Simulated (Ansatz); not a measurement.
## A cut through the energy surface

Si$_{2}$H$_{4}$F (SMILES F[SiH][SiH3]), doublet, at its PBE0-D4/def2-TZVP minimum:

```
7
angstrom
F -0.4360 -2.0045 1.2769
Si -0.2845 -1.3616 -0.1917
Si 0.4657 0.8520 -0.0650
H -1.6061 -1.5164 -0.8690
H 0.5413 1.3524 -1.4637
H -0.4401 1.7308 0.7250
H 1.8211 0.8792 0.5419
```

The bond length Si3–H5 (1.487 Å at the minimum) is set to the values below, the two halves moving rigidly along the bond. Each method's energies count from its own value at the PBE0-D4 minimum structure. 1 of 9 computed points, where the reference changed state or T1 grew large, are left out. Program: Ansatz 0.2.0. Basis: def2-TZVPP. Cores are frozen in the correlated methods; orbitals are unrestricted. B3LYP uses VWN-RPA correlation.

```tsv
bond length (Å)	CCSD(T) (kcal/mol)	r2SCAN-D4 (kcal/mol)	wB97M-V (kcal/mol)	MP2 (kcal/mol)	PBE-D4 (kcal/mol)
1.220	21.68	21.86	20.98	21.32	22.83
1.282	11.40	11.59	10.91	11.09	12.36
1.374	2.88	3.01	2.64	2.67	3.46
1.482	0.00	0.00	-0.02	-0.02	0.03
1.600	2.42	2.24	2.62	2.71	1.77
1.728	8.87	8.49	9.32	9.63	7.41
1.864	17.97	17.35	18.75	19.37	15.38
2.007	28.48	27.81	29.76	30.77	25.14
```

Minimum and curvature along this coordinate at CCSD(T): A fifth-order fit through the nearest points gives 1.482 Å, with a curvature of about 18 eV/Å².

Question: Treat the two halves as rigid bodies and work out the harmonic wavenumber of this stretch from that curvature (ν̃ = 521.5 √(k/μ) cm⁻¹ with k in eV/Å² and μ in u).

Answer: The halves weigh 78.19 and 1.01 u, so μ = 78.19 × 1.01/79.20 = 0.997 u and ν̃ = 521.5 √(18/0.997) ≈ 2200 cm⁻¹. A true normal mode mixes in other motions, so this is a guide only.

Largest difference from the CCSD(T) curve over the scan: PBE0-D4 0.78; B3LYP-D4 1.20; HF 3.32 kcal/mol. Each curve counts from its own value at the minimum.

T1 diagnostic: at most 0.017. ⟨S²⟩ of the unrestricted Hartree–Fock references: 0.76 (a pure state has 0.75).

For scale, one of the runs: CCSD(T)/def2-TZVPP, 171 basis functions (an equivalent command: `ansatz run in.yaml --threads 4`). Hardware: 4 CPU threads, shared host. Wall time 54 s; peak host memory 3.3 GiB.
